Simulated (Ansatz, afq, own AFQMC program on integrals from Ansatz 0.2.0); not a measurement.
Where AFQMC and coupled cluster stand for SiH$_{4}$⁺, doublet

```yaml
atoms:
  - { symbol: Si, position_ang: [0.0009, 0.0600, -0.0604] }
  - { symbol: H, position_ang: [-0.0102, 1.1509, 1.0234] }
  - { symbol: H, position_ang: [-0.0456, -2.9368, 2.9556] }
  - { symbol: H, position_ang: [0.0178, 1.1439, -1.1512] }
  - { symbol: H, position_ang: [0.0121, -1.0308, -1.1442] }
```

Basis 6-31G. Noble-gas cores (and the filled d shells of Ga–Kr and In–Xe) are frozen. Integrals, coupled cluster, full CI and functionals: Ansatz 0.2.0; the random walks run on the same integrals in our own AFQMC program. ph-AFQMC/CISD is guided by a CISD state made of CCSD amplitudes; releasing the constraint for a short imaginary time cuts its bias at the price of noise, slowly where states lie close. ± is one standard error of the sampling.

Determinant: UHF, the one that the program's search chose, which needn't be the lowest solution. The geometry is a point of a scan.

Full CI on the same integrals is exact in this basis and with this determinant's frozen core.

The T1 diagnostic is 0.0080, the weight of the determinant in the CISD state is 0.934 and the ⟨S²⟩ of the determinant is 0.750. The size of the correlated space is 7 electrons in 16 orbitals.

Reference: full CI, correlation energy -2.086 eV. The released energy is read at 2.40 1/Eh (meV from the phaseless value at times in 1/Eh: 0.1 ± 0.7 at 0.24, -0.3 ± 0.6 at 0.51, -0.9 ± 0.5 at 0.99, -2.4 ± 0.4 at 1.62, -2.2 ± 0.4 at 2.40).

| level | E − E(reference) (kJ/mol) | share of correlation (%) |
| --- | --- | --- |
| HF | 201.3 | 0.00 |
| MP2 | 65.6 | 67.40 |
| CCSD | 2.9 | 98.58 |
| CCSD(T) | 1.0 | 99.49 |
| CCSDT | 0.1 | 99.93 |
| CCSDT(Q) | 0.0 | 99.98 |
| CCSDTQ | 0.0 | 100.00 |
| ph-AFQMC/CISD | 0.3 ± 0.08 | 99.86 |
| released AFQMC | 0.1 ± 0.04 | 99.96 |

CCSDT and higher add their correlation energy to the determinant of the CCSD(T) run, since their own runs factorise the integrals more tightly (a shift of under 2 meV). A walk keeps the symmetry of its determinant, which the program's search chose and which needn't be the lowest solution, so a lower state of the same spin and another symmetry isn't excluded. Released energies are given only where the last usable release times agree within the noise; a slower fall can still hide under it.
